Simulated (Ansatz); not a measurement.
**H2ClO (doublet): the correlation ladder at distance O1–H3 along a hydrogen transfer = 1.162 Å, cc-pVDZ**

How much of the correlation energy of H2ClO (doublet) does each wave-function method recover here?

Method: cc-pVDZ, core rule «outside noble gas», up to 6 orbitals frozen; program: Ansatz 0.2.0, Gaussian basis.

Plan: UHF; CCSD(T) on ROHF; CCSD(T) on UHF; BCCD(T) on ROHF; CISD; CCSDT(Q) on ROHF; CCSDT(Q) on UHF; CASSCF and MRCISD+Q, 3 electrons in 3 orbitals; CASSCF and NEVPT2, 3 electrons in 3 orbitals; CASSCF and MRCISD+Q, 15 electrons in 10 orbitals; CASSCF and NEVPT4(SD), 15 electrons in 10 orbitals; CASSCF and NEVPT2, 15 electrons in 10 orbitals.

6 further runs of the same task are left out: 4 that didn't finish, 2 set aside as unsound or not needed.

## Step 1: The geometry

The geometry derives from fragments relaxed apart (PBE0/def2-TZVP) and kept rigid, so it is no stationary point. A hydrogen atom is moved between rigid fragments.

4 atoms, charge 0, spin multiplicity 2.

Atoms are counted from 1 here; the program's logs count them from 0.

Bond lengths: O1–H2 0.960 Å, O1–H3 1.162 Å, H3–Cl4 1.502 Å. Angles: H2–O1–H3 105.1°, O1–H3–Cl4 180.0°.

## Step 2: UHF

The input, in.yaml:

```yaml
crystal:
  periodic: [false, false, false]
  atoms:
    - {symbol: O, position_ang: [-0.894173, -0.231644, 0.000000]}
    - {symbol: H, position_ang: [-1.143482, 0.694932, 0.000000]}
    - {symbol: H, position_ang: [0.267827, -0.231644, 0.000000]}
    - {symbol: Cl, position_ang: [1.769827, -0.231644, 0.000000]}
basis:
  gaussian: {orbitals: cc-pVDZ}
magnetization: {spin_polarized: true, initial_magnetization: 1}
hamiltonian: {xc: hf}
output: {orbitals: {seedname: orbitals}}
```

Launch:

```console
> ansatz run in.yaml --threads 1 --pin off --events-out ev --progress --plain --max-ram 2393MiB
```

The runs that follow: CCSD(T) on ROHF; CCSD(T) on UHF; BCCD(T) on ROHF; CISD; CCSDT(Q) on ROHF; CCSDT(Q) on UHF; CASSCF and MRCISD+Q, 3 electrons in 3 orbitals; CASSCF and NEVPT2, 3 electrons in 3 orbitals; CASSCF and MRCISD+Q, 15 electrons in 10 orbitals; CASSCF and NEVPT4(SD), 15 electrons in 10 orbitals; CASSCF and NEVPT2, 15 electrons in 10 orbitals.

**Question.** What will the summary of the whole plan be? Wanted: UCCSDT(Q) below the RHF energy; RMP2 from UCCSDT(Q); UMP2 from UCCSDT(Q); RCCSD from UCCSDT(Q); RCCSD(T) from UCCSDT(Q); UCCSD(T) from UCCSDT(Q); RCCSDT(Q) from UCCSDT(Q); NEVPT2 pair from UCCSDT(Q); MRCISD+Q pair from UCCSDT(Q).

**Answer**, as computed:

| quantity | value |
| --- | --- |
| UCCSDT(Q) below the RHF energy | -9.9265 eV |
| RMP2 from UCCSDT(Q) | +96.8 kJ/mol |
| UMP2 from UCCSDT(Q) | +100.3 kJ/mol |
| RCCSD from UCCSDT(Q) | +24.0 kJ/mol |
| RCCSD(T) from UCCSDT(Q) | +4.1 kJ/mol |
| UCCSD(T) from UCCSDT(Q) | +3.9 kJ/mol |
| RCCSDT(Q) from UCCSDT(Q) | 0.0 kJ/mol |
| NEVPT2 pair from UCCSDT(Q) | +82.7 kJ/mol |
| MRCISD+Q pair from UCCSDT(Q) | +12.0 kJ/mol |
| NEVPT2 valence from UCCSDT(Q) | +214.4 kJ/mol |
| levels within 1 kcal/mol (43 meV) | RCCSD(T), UCCSD(T), BCCD(T), RCCSDT, UCCSDT, RCCSDT(Q) |
| T1 diagnostic | 0.041 |
| effectively unpaired electrons | 1.01 |

RCCSD(T) misses by +4.1 kJ/mol, 0.4 % of the correlation energy. The occupations are near whole numbers, but T1 = 0.041 shows that the orbitals relax strongly. Of the multireference levels listed MRCISD+Q pair comes nearest in total energy (+12.0 kJ/mol), which doesn't show that its space is the better one. Coupled cluster took another determinant than the lowest Hartree-Fock one. These misses are within one basis, not against nature; the frozen cores of restricted and unrestricted runs differ, which can shift their rows.
